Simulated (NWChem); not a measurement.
Program: NWChem. System: NO₂, charge 0, spin multiplicity 2, at a geometry optimised with UPBE/def2-SVP. The structure started from a generated list of species. Its SCF solution wasn't tested for a lower state. Level: UHF/def2-TZVP.

The NWChem input:

```
start mol
memory heap 200 mb stack 900 mb global 1100 mb
geometry units angstroms nocenter noautoz
  O     -1.109267     0.000000    -0.142484
  N      0.000000     0.000000     0.325679
  O      1.109267     0.000000    -0.142484
  symmetry group C2v
end
basis spherical
  * library def2-tzvp
end
scf
  uhf
  nopen 1
  maxiter 100
  thresh 1e-7
  semidirect memsize 60000000 filesize 0
  # guess.movecs holds the orbitals of an unrestricted PBE0 run
  vectors input guess.movecs output mol.movecs
end
task scf energy
```

NWChem printed:

```
             Northwest Computational Chemistry Package (NWChem) 7.3.0
             --------------------------------------------------------

                                NWChem Input Module
                                -------------------

 Scaling coordinates for geometry "geometry" by  1.889725989
 (inverse scale =  0.529177249)

 Turning off AUTOSYM since
 SYMMETRY directive was detected!

                             Geometry "geometry" -> ""
                             -------------------------

 Output coordinates in angstroms (scale by  1.889725989 to convert to a.u.)

  No.       Tag          Charge          X              Y              Z
 ---- ---------------- ---------- -------------- -------------- --------------
    1 O                    8.0000    -1.10926700     0.00000000    -0.14248400
    2 N                    7.0000     0.00000000     0.00000000     0.32567900
    3 O                    8.0000     1.10926700     0.00000000    -0.14248400

 Effective nuclear repulsion energy (a.u.)      64.4908566634

            Nuclear Dipole moment (a.u.)
            ----------------------------
        X                 Y               Z
 ---------------- ---------------- ----------------
     0.0000000000     0.0000000000     0.0000170075

      Symmetry information
      --------------------

 Group name             C2v
 Group number             16
 Group order               4
 No. of unique centers     2

      Symmetry unique atoms

     1    2


 Summary of "ao basis" -> "" (spherical)
 ------------------------------------------------------------------------------
       Tag                 Description            Shells   Functions and Types
 ---------------- ------------------------------  ------  ---------------------
 *                         def2-tzvp                  on all atoms

 Summary of "ao basis" -> "ao basis" (spherical)
 ------------------------------------------------------------------------------
       Tag                 Description            Shells   Functions and Types
 ---------------- ------------------------------  ------  ---------------------
 O                         def2-tzvp                11       31   5s3p2d1f
 N                         def2-tzvp                11       31   5s3p2d1f

                                 NWChem SCF Module
                                 -----------------

  ao basis        = "ao basis"
  functions       =    93
  atoms           =     3
  alpha electrons =    12
  beta  electrons =    11
  charge          =   0.00
  wavefunction    = UHF
  use symmetry    = T
  symmetry adapt  = T

 Summary of "ao basis" -> "ao basis" (spherical)
 ------------------------------------------------------------------------------
       Tag                 Description            Shells   Functions and Types
 ---------------- ------------------------------  ------  ---------------------
 O                         def2-tzvp                11       31   5s3p2d1f
 N                         def2-tzvp                11       31   5s3p2d1f

      Symmetry analysis of basis
      --------------------------

        a1         35
        a2         13
        b1         28
        b2         17

 Forming initial guess at       0.1s

   Symmetry analysis of molecular orbitals - initial alpha
   -------------------------------------------------------

  Numbering of irreducible representations:

     1 a1          2 a2          3 b1          4 b2

  Orbital symmetries:

     1 b1          2 a1          3 a1          4 a1          5 b1
[...]
    39      0.252318  2 N  pz                42      0.229966  2 N  pz
     8      0.200811  1 O  pz                70      0.200811  3 O  pz
    11      0.180749  1 O  pz                73      0.180749  3 O  pz

 Vector   10  Occ=1.000000D+00  E=-5.266622D-01  Symmetry=a2
              MO Center= -3.7D-15,  5.0D-16, -1.2D-01, r^2= 1.8D+00
   Bfn.  Coefficient  Atom+Function         Bfn.  Coefficient  Atom+Function
  ----- ------------  ---------------      ----- ------------  ---------------
     7      0.331836  1 O  py                69     -0.331836  3 O  py
    10      0.302872  1 O  py                72     -0.302872  3 O  py
    13      0.202843  1 O  py                75     -0.202843  3 O  py

 Vector   11  Occ=1.000000D+00  E=-4.975734D-01  Symmetry=b1
              MO Center=  1.3D-15,  5.0D-17, -9.2D-02, r^2= 1.8D+00
   Bfn.  Coefficient  Atom+Function         Bfn.  Coefficient  Atom+Function
  ----- ------------  ---------------      ----- ------------  ---------------
     8      0.282472  1 O  pz                70     -0.282472  3 O  pz
    11      0.258942  1 O  pz                73     -0.258942  3 O  pz
     6     -0.175824  1 O  px                68     -0.175824  3 O  px
     9     -0.170613  1 O  px                71     -0.170613  3 O  px
    14      0.161696  1 O  pz                76     -0.161696  3 O  pz

 Vector   12  Occ=0.000000D+00  E= 2.678905D-02  Symmetry=a1
              MO Center=  1.9D-15,  1.5D-15,  2.7D-01, r^2= 1.8D+00
   Bfn.  Coefficient  Atom+Function         Bfn.  Coefficient  Atom+Function
  ----- ------------  ---------------      ----- ------------  ---------------
    36      1.062745  2 N  s                 14     -0.342266  1 O  pz
    76     -0.342266  3 O  pz                 5     -0.306575  1 O  s
    67     -0.306575  3 O  s                 39      0.280797  2 N  pz
     8     -0.237120  1 O  pz                42      0.237751  2 N  pz
    70     -0.237120  3 O  pz                45      0.219909  2 N  pz

 Vector   13  Occ=0.000000D+00  E= 9.781731D-02  Symmetry=b2
              MO Center= -3.1D-15, -3.5D-15,  1.4D-01, r^2= 1.6D+00
   Bfn.  Coefficient  Atom+Function         Bfn.  Coefficient  Atom+Function
  ----- ------------  ---------------      ----- ------------  ---------------
    44      0.592951  2 N  py                13     -0.401367  1 O  py
    75     -0.401367  3 O  py                41      0.385163  2 N  py
    38      0.376256  2 N  py                 7     -0.243114  1 O  py
    69     -0.243114  3 O  py                10     -0.213451  1 O  py
    72     -0.213451  3 O  py

 Vector   14  Occ=0.000000D+00  E= 3.013296D-01  Symmetry=a1
              MO Center= -4.8D-15,  3.6D-16, -8.3D-02, r^2= 3.8D+00
   Bfn.  Coefficient  Atom+Function         Bfn.  Coefficient  Atom+Function
  ----- ------------  ---------------      ----- ------------  ---------------
    36      5.542494  2 N  s                  5     -2.557898  1 O  s
    67     -2.557898  3 O  s                 45     -1.712780  2 N  pz
    12     -1.354085  1 O  px                74      1.354085  3 O  px
    35     -0.378461  2 N  s                 42     -0.325013  2 N  pz
    39     -0.173079  2 N  pz

 center of mass
 --------------
 x =   0.00000000 y =   0.00000000 z =   0.00010142

 moments of inertia (a.u.)
 ------------------
           7.623180498636           0.000000000000           0.000000000000
           0.000000000000         148.189623202031           0.000000000000
           0.000000000000           0.000000000000         140.566442703395

  Mulliken analysis of the total density
  --------------------------------------

    Atom       Charge   Shell Charges
 -----------   ------   -------------------------------------------------------
    1 O    8     8.29   0.79  1.18  0.60  0.99  0.34  1.78  1.90  0.66  0.01  0.05  0.00
    2 N    7     6.42   0.82  1.16  0.61  0.66  0.14  1.33  1.25  0.24  0.03  0.16  0.02
    3 O    8     8.29   0.79  1.18  0.60  0.99  0.34  1.78  1.90  0.66  0.01  0.05  0.00

  Mulliken analysis of the alpha density
  --------------------------------------

    Atom       Charge   Shell Charges
 -----------   ------   -------------------------------------------------------
    1 O    8     4.27   0.40  0.59  0.30  0.50  0.16  0.97  1.00  0.32  0.00  0.02  0.00
    2 N    7     3.46   0.41  0.58  0.33  0.34  0.11  0.78  0.70  0.11  0.02  0.08  0.01
    3 O    8     4.27   0.40  0.59  0.30  0.50  0.16  0.97  1.00  0.32  0.00  0.02  0.00

   Mulliken analysis of the beta density
   -------------------------------------

    Atom       Charge   Shell Charges
 -----------   ------   -------------------------------------------------------
    1 O    8     4.02   0.40  0.59  0.29  0.49  0.18  0.81  0.90  0.34  0.00  0.02  0.00
    2 N    7     2.96   0.41  0.58  0.28  0.32  0.03  0.55  0.55  0.13  0.01  0.08  0.01
    3 O    8     4.02   0.40  0.59  0.29  0.49  0.18  0.81  0.90  0.34  0.00  0.02  0.00

   Mulliken analysis of the spin density
   -------------------------------------

    Atom       Charge   Shell Charges
 -----------   ------   -------------------------------------------------------
    1 O    8     0.25   0.00 -0.00  0.01  0.01 -0.02  0.15  0.11 -0.01  0.00 -0.00  0.00
    2 N    7     0.50   0.00 -0.00  0.05  0.02  0.07  0.23  0.15 -0.03  0.00  0.00 -0.00
    3 O    8     0.25   0.00 -0.00  0.01  0.01 -0.02  0.15  0.11 -0.01  0.00 -0.00  0.00

       Multipole analysis of the density wrt the origin
       ------------------------------------------------

     L   x y z        total         alpha         beta         nuclear
     -   - - -        -----         -----         ----         -------
     0   0 0 0     -0.000000    -12.000000    -11.000000     23.000000

     1   1 0 0      0.000000      0.000000     -0.000000      0.000000
     1   0 1 0     -0.000000      0.000000     -0.000000      0.000000
     1   0 0 1      0.266519     -0.093227      0.359729      0.000017

     2   2 0 0    -13.768618    -43.289793    -40.784413     70.305587
     2   1 1 0      0.000000      0.000000      0.000000      0.000000
     2   1 0 1     -0.000000     -0.000000      0.000000      0.000000
     2   0 2 0    -11.068926     -5.660080     -5.408846      0.000000
     2   0 1 1     -0.000000      0.000000     -0.000000      0.000000
     2   0 0 2    -11.424422     -8.453875     -6.781925      3.811378

 Task  times  cpu:        2.6s     wall:        2.6s

 Total times  cpu:        2.7s     wall:        2.7s
```
